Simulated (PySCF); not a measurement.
Homolysis of single bonds, series cyclopropyl-X. All species are isolated molecules in the gas phase. One relaxed conformer stands for each flexible species; it need not be the lowest. Strings in code marks are SMILES.

Method: PBE-D3(BJ)/def2-TZVP // TPSSh-D3(BJ)/def2-TZVP run with PySCF. 

A: radical fragment (`[O]C1CC1`)
B: radical fragment (`[C]#C`)
C: whole molecule (`[SiH3]C1CC1`)
D: radical fragment (`[CH]=O`)
E: radical fragment (`[SeH]`)

### Question
Pick the species with the lowest dipole moment.

### Answer
E (0.55 D); next is B (0.79 D).
